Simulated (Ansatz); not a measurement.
A short molecular-dynamics run on B2H4O (`BOB`).

```yaml
crystal:
  periodic: [false, false, false]
  atoms:
    - {symbol: B, position_ang: [-1.059763, 0.214347, -0.528894]}
    - {symbol: O, position_ang: [-0.163257, 0.458586, 0.471655]}
    - {symbol: B, position_ang: [1.049218, -0.157401, 0.593875]}
    - {symbol: H, position_ang: [-0.796746, -0.590791, -1.377960]}
    - {symbol: H, position_ang: [-2.085768, 0.827796, -0.510366]}
    - {symbol: H, position_ang: [1.734628, 0.155936, 1.521984]}
    - {symbol: H, position_ang: [1.382989, -0.976672, -0.215894]}
basis:
  gaussian: {orbitals: def2-SVP}
hamiltonian: {xc: {name: revPBE}, dispersion: d4}
md: {timestep: 1 fs, n_steps: 30, ensemble: nvt_nose_hoover, temperature: 500, initial_velocities: maxwell_boltzmann, seed: 528}
```

```sh
$ ansatz run in.yaml --threads 4 --pin off --events-out ev --progress --plain --max-ram 10444MiB
```

```json
{"step": "0", "time (fs)": "0.0", "potential energy (eV)": "-3462.3360", "kinetic (eV)": "0.3231", "T (K)": "500", "conserved (eV)": "-3462.0128"}
{"step": "1", "time (fs)": "1.0", "potential energy (eV)": "-3462.3279", "kinetic (eV)": "0.3152", "T (K)": "488", "conserved (eV)": "-3462.0127"}
{"step": "2", "time (fs)": "2.0", "potential energy (eV)": "-3462.2911", "kinetic (eV)": "0.2790", "T (K)": "432", "conserved (eV)": "-3462.0121"}
{"step": "3", "time (fs)": "3.0", "potential energy (eV)": "-3462.2355", "kinetic (eV)": "0.2243", "T (K)": "347", "conserved (eV)": "-3462.0112"}
{"step": "4", "time (fs)": "4.0", "potential energy (eV)": "-3462.1749", "kinetic (eV)": "0.1647", "T (K)": "255", "conserved (eV)": "-3462.0102"}
{"step": "5", "time (fs)": "5.0", "potential energy (eV)": "-3462.1245", "kinetic (eV)": "0.1151", "T (K)": "178", "conserved (eV)": "-3462.0095"}
{"step": "6", "time (fs)": "6.0", "potential energy (eV)": "-3462.0963", "kinetic (eV)": "0.0872", "T (K)": "135", "conserved (eV)": "-3462.0092"}
{"step": "7", "time (fs)": "7.0", "potential energy (eV)": "-3462.0947", "kinetic (eV)": "0.0852", "T (K)": "132", "conserved (eV)": "-3462.0096"}
{"step": "8", "time (fs)": "8.0", "potential energy (eV)": "-3462.1136", "kinetic (eV)": "0.1034", "T (K)": "160", "conserved (eV)": "-3462.0104"}
{"step": "9", "time (fs)": "9.0", "potential energy (eV)": "-3462.1413", "kinetic (eV)": "0.1306", "T (K)": "202", "conserved (eV)": "-3462.0109"}
{"step": "10", "time (fs)": "10.0", "potential energy (eV)": "-3462.1703", "kinetic (eV)": "0.1599", "T (K)": "247", "conserved (eV)": "-3462.0108"}
{"step": "11", "time (fs)": "11.0", "potential energy (eV)": "-3462.2020", "kinetic (eV)": "0.1920", "T (K)": "297", "conserved (eV)": "-3462.0106"}
{"step": "12", "time (fs)": "12.0", "potential energy (eV)": "-3462.2384", "kinetic (eV)": "0.2281", "T (K)": "353", "conserved (eV)": "-3462.0111"}
{"step": "13", "time (fs)": "13.0", "potential energy (eV)": "-3462.2715", "kinetic (eV)": "0.2604", "T (K)": "403", "conserved (eV)": "-3462.0122"}
{"step": "14", "time (fs)": "14.0", "potential energy (eV)": "-3462.2856", "kinetic (eV)": "0.2740", "T (K)": "424", "conserved (eV)": "-3462.0129"}
{"step": "15", "time (fs)": "15.0", "potential energy (eV)": "-3462.2696", "kinetic (eV)": "0.2585", "T (K)": "400", "conserved (eV)": "-3462.0128"}
{"step": "16", "time (fs)": "16.0", "potential energy (eV)": "-3462.2255", "kinetic (eV)": "0.2156", "T (K)": "334", "conserved (eV)": "-3462.0119"}
{"step": "17", "time (fs)": "17.0", "potential energy (eV)": "-3462.1668", "kinetic (eV)": "0.1584", "T (K)": "245", "conserved (eV)": "-3462.0107"}
{"step": "18", "time (fs)": "18.0", "potential energy (eV)": "-3462.1133", "kinetic (eV)": "0.1062", "T (K)": "164", "conserved (eV)": "-3462.0095"}
{"step": "19", "time (fs)": "19.0", "potential energy (eV)": "-3462.0828", "kinetic (eV)": "0.0763", "T (K)": "118", "conserved (eV)": "-3462.0090"}
{"step": "20", "time (fs)": "20.0", "potential energy (eV)": "-3462.0833", "kinetic (eV)": "0.0765", "T (K)": "118", "conserved (eV)": "-3462.0095"}
{"step": "21", "time (fs)": "21.0", "potential energy (eV)": "-3462.1079", "kinetic (eV)": "0.1001", "T (K)": "155", "conserved (eV)": "-3462.0107"}
{"step": "22", "time (fs)": "22.0", "potential energy (eV)": "-3462.1389", "kinetic (eV)": "0.1303", "T (K)": "202", "conserved (eV)": "-3462.0117"}
{"step": "23", "time (fs)": "23.0", "potential energy (eV)": "-3462.1623", "kinetic (eV)": "0.1542", "T (K)": "239", "conserved (eV)": "-3462.0115"}
{"step": "24", "time (fs)": "24.0", "potential energy (eV)": "-3462.1811", "kinetic (eV)": "0.1742", "T (K)": "270", "conserved (eV)": "-3462.0106"}
{"step": "25", "time (fs)": "25.0", "potential energy (eV)": "-3462.2080", "kinetic (eV)": "0.2017", "T (K)": "312", "conserved (eV)": "-3462.0105"}
{"step": "26", "time (fs)": "26.0", "potential energy (eV)": "-3462.2428", "kinetic (eV)": "0.2355", "T (K)": "364", "conserved (eV)": "-3462.0119"}
{"step": "27", "time (fs)": "27.0", "potential energy (eV)": "-3462.2650", "kinetic (eV)": "0.2570", "T (K)": "398", "conserved (eV)": "-3462.0133"}
{"step": "28", "time (fs)": "28.0", "potential energy (eV)": "-3462.2543", "kinetic (eV)": "0.2470", "T (K)": "382", "conserved (eV)": "-3462.0133"}
{"step": "29", "time (fs)": "29.0", "potential energy (eV)": "-3462.2104", "kinetic (eV)": "0.2050", "T (K)": "317", "conserved (eV)": "-3462.0120"}
{"step": "30", "time (fs)": "30.0", "potential energy (eV)": "-3462.1522", "kinetic (eV)": "0.1490", "T (K)": "230", "conserved (eV)": "-3462.0103"}
```

Velocities are drawn at the set temperature; a run this short doesn't reach equilibrium.

Frames (Å, forces in eV/Å):

```xyz
7
time=0.0 fs
B    -1.060    0.214   -0.529   -0.167   -0.028   -0.164
O    -0.163    0.459    0.472   -0.143    0.391    0.399
B     1.049   -0.157    0.594    0.212   -0.095    0.039
H    -0.797   -0.591   -1.378    0.083   -0.328   -0.364
H    -2.086    0.828   -0.510   -0.444    0.266    0.008
H     1.735    0.156    1.522    0.296    0.136    0.402
H     1.383   -0.977   -0.216    0.163   -0.342   -0.321
7
time=1.0 fs
B    -1.064    0.210   -0.535    0.317   -0.101    0.012
O    -0.160    0.461    0.476   -0.652    0.402    0.082
B     1.044   -0.155    0.594    0.395   -0.300   -0.157
H    -0.761   -0.619   -1.380   -0.202    0.059   -0.043
H    -2.077    0.855   -0.489   -0.370    0.078   -0.150
H     1.745    0.133    1.509    0.359    0.222    0.590
H     1.378   -0.964   -0.227    0.153   -0.360   -0.335
7
time=2.0 fs
B    -1.069    0.205   -0.542    0.668   -0.094    0.190
O    -0.157    0.464    0.481   -1.092    0.399   -0.199
B     1.040   -0.154    0.594    0.683   -0.511   -0.282
H    -0.726   -0.646   -1.383   -0.474    0.412    0.234
H    -2.071    0.882   -0.469   -0.216   -0.158   -0.302
H     1.758    0.112    1.502    0.318    0.255    0.629
H     1.375   -0.955   -0.241    0.113   -0.302   -0.270
7
time=3.0 fs
B    -1.072    0.200   -0.548    0.900    0.009    0.402
O    -0.155    0.467    0.485   -1.431    0.375   -0.432
B     1.036   -0.152    0.593    1.043   -0.697   -0.317
H    -0.696   -0.670   -1.383   -0.696    0.668    0.416
H    -2.068    0.908   -0.451   -0.038   -0.404   -0.441
H     1.774    0.093    1.501    0.167    0.242    0.517
H     1.372   -0.949   -0.257    0.056   -0.192   -0.145
7
time=4.0 fs
B    -1.075    0.195   -0.554    1.044    0.186    0.650
O    -0.154    0.470    0.490   -1.647    0.323   -0.613
B     1.033   -0.152    0.593    1.399   -0.834   -0.283
H    -0.673   -0.687   -1.380   -0.849    0.805    0.488
H    -2.065    0.930   -0.438    0.111   -0.619   -0.557
H     1.792    0.077    1.505   -0.056    0.203    0.307
H     1.370   -0.945   -0.275   -0.003   -0.064    0.007
7
time=5.0 fs
B    -1.077    0.190   -0.559    1.127    0.407    0.923
O    -0.153    0.474    0.494   -1.727    0.237   -0.741
B     1.031   -0.152    0.592    1.664   -0.901   -0.217
H    -0.658   -0.697   -1.372   -0.922    0.818    0.455
H    -2.060    0.947   -0.431    0.199   -0.771   -0.643
H     1.810    0.063    1.511   -0.291    0.159    0.069
H     1.368   -0.942   -0.293   -0.050    0.051    0.154
7
time=6.0 fs
B    -1.078    0.186   -0.564    1.167    0.655    1.215
O    -0.154    0.477    0.497   -1.672    0.117   -0.820
B     1.031   -0.152    0.591    1.770   -0.889   -0.154
H    -0.652   -0.698   -1.359   -0.911    0.705    0.322
H    -2.054    0.956   -0.429    0.211   -0.843   -0.693
H     1.824    0.050    1.519   -0.488    0.122   -0.137
H     1.366   -0.938   -0.309   -0.077    0.132    0.268
7
time=7.0 fs
B    -1.078    0.182   -0.567    1.172    0.919    1.523
O    -0.156    0.481    0.500   -1.499   -0.033   -0.858
B     1.032   -0.154    0.589    1.692   -0.797   -0.112
H    -0.655   -0.693   -1.343   -0.815    0.466    0.093
H    -2.046    0.956   -0.434    0.141   -0.823   -0.705
H     1.834    0.038    1.525   -0.613    0.099   -0.276
H     1.363   -0.932   -0.323   -0.079    0.168    0.334
7
time=8.0 fs
B    -1.077    0.179   -0.569    1.154    1.183    1.835
O    -0.158    0.485    0.502   -1.234   -0.203   -0.863
B     1.035   -0.156    0.588    1.437   -0.635   -0.096
H    -0.665   -0.684   -1.327   -0.640    0.116   -0.212
H    -2.037    0.949   -0.446   -0.008   -0.708   -0.676
H     1.838    0.027    1.528   -0.654    0.091   -0.330
H     1.359   -0.925   -0.334   -0.056    0.157    0.344
7
time=9.0 fs
B    -1.075    0.177   -0.569    1.134    1.399    2.106
O    -0.162    0.488    0.504   -0.909   -0.381   -0.845
B     1.039   -0.159    0.587    1.034   -0.420   -0.110
H    -0.682   -0.673   -1.312   -0.416   -0.289   -0.543
H    -2.027    0.936   -0.464   -0.224   -0.508   -0.611
H     1.836    0.018    1.528   -0.606    0.097   -0.295
H     1.355   -0.917   -0.341   -0.013    0.101    0.298
7
time=10.0 fs
B    -1.072    0.176   -0.568    1.130    1.488    2.254
O    -0.166    0.492    0.506   -0.558   -0.549   -0.807
B     1.044   -0.163    0.585    0.526   -0.176   -0.153
H    -0.702   -0.665   -1.303   -0.197   -0.640   -0.805
H    -2.020    0.917   -0.489   -0.470   -0.251   -0.517
H     1.828    0.009    1.526   -0.478    0.115   -0.173
H     1.350   -0.908   -0.346    0.046    0.012    0.202
7
time=11.0 fs
B    -1.067    0.177   -0.564    1.133    1.376    2.174
O    -0.170    0.495    0.507   -0.202   -0.694   -0.751
B     1.050   -0.166    0.583   -0.034    0.071   -0.225
H    -0.725   -0.663   -1.301   -0.041   -0.807   -0.888
H    -2.017    0.896   -0.518   -0.682    0.007   -0.405
H     1.816    0.001    1.522   -0.286    0.142    0.020
H     1.346   -0.898   -0.348    0.112   -0.096    0.075
7
time=12.0 fs
B    -1.062    0.179   -0.559    1.069    1.059    1.808
O    -0.174    0.497    0.507    0.144   -0.803   -0.670
B     1.055   -0.169    0.581   -0.583    0.295   -0.313
H    -0.747   -0.669   -1.308    0.033   -0.720   -0.734
H    -2.021    0.875   -0.551   -0.774    0.197   -0.283
H     1.800   -0.006    1.518   -0.065    0.172    0.249
H     1.343   -0.889   -0.350    0.175   -0.200   -0.056
7
time=13.0 fs
B    -1.056    0.182   -0.552    0.830    0.631    1.187
O    -0.179    0.499    0.507    0.476   -0.869   -0.555
B     1.060   -0.173    0.579   -1.044    0.473   -0.391
H    -0.770   -0.682   -1.322    0.057   -0.423   -0.387
H    -2.032    0.855   -0.586   -0.677    0.268   -0.148
H     1.784   -0.011    1.516    0.135    0.195    0.454
H     1.341   -0.883   -0.352    0.224   -0.274   -0.160
7
time=14.0 fs
B    -1.049    0.185   -0.544    0.363    0.211    0.410
O    -0.183    0.501    0.507    0.793   -0.890   -0.401
B     1.064   -0.175    0.577   -1.353    0.593   -0.419
H    -0.792   -0.699   -1.340    0.080   -0.043    0.041
H    -2.050    0.839   -0.624   -0.394    0.228    0.009
H     1.770   -0.013    1.519    0.261    0.199    0.566
H     1.342   -0.879   -0.356    0.250   -0.298   -0.206
7
time=15.0 fs
B    -1.042    0.189   -0.535   -0.280   -0.134   -0.408
O    -0.186    0.502    0.507    1.094   -0.869   -0.210
B     1.067   -0.177    0.574   -1.473    0.657   -0.363
H    -0.813   -0.716   -1.357    0.130    0.303    0.435
H    -2.072    0.824   -0.661   -0.002    0.131    0.191
H     1.758   -0.015    1.527    0.281    0.178    0.534
H     1.345   -0.877   -0.362    0.249   -0.265   -0.180
7
time=16.0 fs
B    -1.035    0.192   -0.527   -0.977   -0.394   -1.166
O    -0.189    0.503    0.506    1.370   -0.814    0.004
B     1.068   -0.179    0.571   -1.418    0.670   -0.219
H    -0.833   -0.730   -1.370    0.210    0.546    0.728
H    -2.093    0.811   -0.696    0.390    0.042    0.383
H     1.748   -0.014    1.540    0.203    0.131    0.359
H     1.351   -0.879   -0.370    0.222   -0.180   -0.089
7
time=17.0 fs
B    -1.029    0.195   -0.520   -1.606   -0.581   -1.789
O    -0.191    0.503    0.505    1.603   -0.737    0.214
B     1.069   -0.180    0.567   -1.243    0.646   -0.016
H    -0.851   -0.740   -1.376    0.307    0.665    0.896
H    -2.111    0.798   -0.728    0.697    0.003    0.562
H     1.741   -0.012    1.557    0.067    0.068    0.091
H     1.359   -0.882   -0.378    0.175   -0.063    0.042
7
time=18.0 fs
B    -1.024    0.198   -0.514   -2.077   -0.698   -2.216
O    -0.192    0.502    0.505    1.767   -0.651    0.388
B     1.068   -0.180    0.564   -1.015    0.600    0.200
H    -0.866   -0.742   -1.374    0.408    0.663    0.938
H    -2.122    0.786   -0.754    0.875    0.024    0.705
H     1.734   -0.009    1.574   -0.074    0.002   -0.197
H     1.368   -0.885   -0.386    0.117    0.060    0.181
7
time=19.0 fs
B    -1.021    0.200   -0.511   -2.335   -0.738   -2.399
O    -0.192    0.501    0.505    1.835   -0.566    0.494
B     1.066   -0.180    0.560   -0.790    0.544    0.392
H    -0.877   -0.739   -1.362    0.502    0.544    0.856
H    -2.125    0.773   -0.774    0.913    0.103    0.800
H     1.726   -0.007    1.590   -0.181   -0.054   -0.438
H     1.378   -0.888   -0.393    0.057    0.167    0.296
7
time=20.0 fs
B    -1.021    0.201   -0.510   -2.347   -0.683   -2.301
O    -0.191    0.500    0.505    1.788   -0.488    0.508
B     1.064   -0.180    0.558   -0.599    0.487    0.538
H    -0.884   -0.730   -1.343    0.581    0.304    0.647
H    -2.119    0.761   -0.786    0.804    0.234    0.834
H     1.717   -0.005    1.602   -0.231   -0.095   -0.591
H     1.390   -0.890   -0.396    0.004    0.241    0.366
7
time=21.0 fs
B    -1.022    0.202   -0.510   -2.103   -0.532   -1.914
O    -0.189    0.499    0.505    1.617   -0.417    0.424
B     1.061   -0.179    0.555   -0.452    0.433    0.629
H    -0.884   -0.718   -1.317    0.643   -0.052    0.318
H    -2.105    0.752   -0.790    0.549    0.411    0.800
H     1.705   -0.004    1.608   -0.217   -0.115   -0.636
H     1.401   -0.889   -0.396   -0.036    0.272    0.378
7
time=22.0 fs
B    -1.025    0.202   -0.513   -1.626   -0.317   -1.295
O    -0.186    0.497    0.505    1.330   -0.349    0.258
B     1.057   -0.177    0.553   -0.347    0.383    0.663
H    -0.879   -0.707   -1.288    0.679   -0.483   -0.089
H    -2.086    0.747   -0.786    0.163    0.623    0.699
H     1.692   -0.004    1.607   -0.139   -0.116   -0.566
H     1.411   -0.886   -0.393   -0.059    0.258    0.331
7
time=23.0 fs
B    -1.030    0.202   -0.516   -0.986   -0.124   -0.586
O    -0.182    0.495    0.506    0.948   -0.274    0.037
B     1.053   -0.175    0.552   -0.271    0.331    0.639
H    -0.867   -0.701   -1.260    0.674   -0.879   -0.479
H    -2.065    0.747   -0.776   -0.293    0.838    0.546
H     1.677   -0.005    1.602   -0.007   -0.097   -0.389
H     1.422   -0.880   -0.386   -0.065    0.204    0.231
7
time=24.0 fs
B    -1.035    0.202   -0.520   -0.307   -0.058    0.019
O    -0.178    0.493    0.507    0.500   -0.184   -0.205
B     1.050   -0.173    0.551   -0.203    0.269    0.567
H    -0.849   -0.703   -1.236    0.603   -1.084   -0.723
H    -2.048    0.756   -0.760   -0.700    1.000    0.378
H     1.661   -0.007    1.592    0.163   -0.063   -0.128
H     1.431   -0.872   -0.377   -0.056    0.121    0.092
7
time=25.0 fs
B    -1.041    0.202   -0.524    0.262   -0.160    0.370
O    -0.173    0.491    0.508    0.018   -0.079   -0.439
B     1.045   -0.171    0.551   -0.111    0.191    0.470
H    -0.825   -0.715   -1.219    0.437   -0.982   -0.742
H    -2.037    0.774   -0.741   -0.909    1.028    0.234
H     1.648   -0.009    1.582    0.342   -0.022    0.169
H     1.440   -0.863   -0.367   -0.038    0.024   -0.062
7
time=26.0 fs
B    -1.047    0.201   -0.528    0.604   -0.347    0.458
O    -0.168    0.489    0.508   -0.470    0.039   -0.648
B     1.041   -0.169    0.551    0.043    0.093    0.390
H    -0.796   -0.737   -1.210    0.177   -0.596   -0.566
H    -2.034    0.802   -0.719   -0.822    0.861    0.139
H     1.638   -0.012    1.573    0.488    0.017    0.432
H     1.449   -0.853   -0.358   -0.020   -0.067   -0.204
7
time=27.0 fs
B    -1.052    0.200   -0.531    0.706   -0.483    0.398
O    -0.163    0.487    0.508   -0.935    0.160   -0.822
B     1.037   -0.166    0.552    0.291   -0.024    0.369
H    -0.766   -0.764   -1.206   -0.135   -0.073   -0.306
H    -2.040    0.838   -0.696   -0.474    0.510    0.079
H     1.632   -0.015    1.568    0.560    0.041    0.587
H     1.457   -0.845   -0.350   -0.013   -0.131   -0.305
7
time=28.0 fs
B    -1.056    0.199   -0.534    0.654   -0.491    0.323
O    -0.159    0.484    0.508   -1.350    0.273   -0.955
B     1.033   -0.164    0.553    0.641   -0.155    0.431
H    -0.737   -0.792   -1.204   -0.441    0.426   -0.066
H    -2.050    0.879   -0.673   -0.010    0.059    0.027
H     1.632   -0.017    1.569    0.531    0.045    0.586
H     1.466   -0.837   -0.346   -0.024   -0.157   -0.346
7
time=29.0 fs
B    -1.060    0.198   -0.537    0.553   -0.380    0.307
O    -0.156    0.482    0.506   -1.685    0.367   -1.042
B     1.029   -0.161    0.554    1.059   -0.291    0.560
H    -0.713   -0.816   -1.204   -0.696    0.801    0.097
H    -2.060    0.921   -0.649    0.417   -0.388   -0.039
H     1.637   -0.019    1.575    0.409    0.031    0.438
H     1.474   -0.831   -0.345   -0.057   -0.140   -0.322
7
time=30.0 fs
B    -1.064    0.196   -0.539    0.472   -0.196    0.363
O    -0.154    0.481    0.505   -1.908    0.428   -1.078
B     1.027   -0.159    0.556    1.473   -0.417    0.705
H    -0.695   -0.833   -1.202   -0.876    1.018    0.172
H    -2.066    0.959   -0.625    0.716   -0.752   -0.120
H     1.645   -0.020    1.585    0.227    0.007    0.200
H     1.482   -0.827   -0.346   -0.104   -0.089   -0.242
```

Run time 12 s (4 threads of an Intel Xeon Platinum 8259CL on a shared host); peak host memory 0.3 GiB.
